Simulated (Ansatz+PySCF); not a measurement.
singlet PN: levels of theory in one basis

```xyz
2

P     0.0000    0.0000   -0.4358
N     0.0000    0.0000    0.9338
```

Basis set: def2-SVP (spherical functions). Correlated methods keep 6 orbitals frozen. Charge 0, multiplicity 1.

Computed with Ansatz (development build ahead of 0.2.0); each method stands on the lowest determinant of its kind that the runs found. NEVPT2 correlates all electrons. Active spaces start from the frontier orbitals, and the lowest solution found is given.

```tsv
method	E − E(RHF) (eV)	<S²> of the determinant
RHF	0.00	0.00
UHF	0.00	0.06
UHF-MP2	-7.19	0.06
RHF-CCSD	-7.54	–
UHF-CCSD	-7.54	0.06
RHF-CCSD(T)	-7.90	–
UHF-CCSD(T)	-7.89	0.06
CASSCF(10,8)	-3.27	–
SC-NEVPT2(10,8)	-7.27	–
```

Question: What does RHF-MP2 give on the same scale?

Answer: -7.33 eV.

Question: Is a single determinant a sound starting point here?

Answer: By this sign, yes. Unrestricted orbitals gain 0.00 eV and <S²> is 0.06 against 0.00 for a pure state. The CASSCF(10,8) natural occupations are 2.00, 1.99, 1.98, 1.94, 1.94, 0.07, 0.07, 0.02.

Caution for UHF-MP2: another reference gives a lower total.
